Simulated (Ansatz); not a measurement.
Isolated molecules relaxed with PBE0-D4/def2-TZVP in Ansatz; ΔE leaves out vibrations. CCSD(T)/CBS adds triple-zeta CCSD(T) − MP2 to the extrapolated MP2 energy (def2 sets, frozen cores). This one scheme is used for every species. DFT in def2-TZVPP. One conformer a species, not always the lowest.

`N=CCO` + H₂S → `N=CS` + CH₃OH  (substitution at a C–C bond)

```tsv
level	ΔE (eV)
PBE0	0.21
MP2/def2-TZVPP	0.22
```

Question: What does CCSD(T)/CBS give? (An estimate is asked.)

Answer: Ansatz gave: +0.24 eV. The listed levels differ from it by -0.03, -0.02 eV.

Largest T1 diagnostic among the species: 0.014.

From PBE to PBE0 (25 % exact exchange), in def2-TZVPP and without D4, ΔE moves by +0.06 eV.
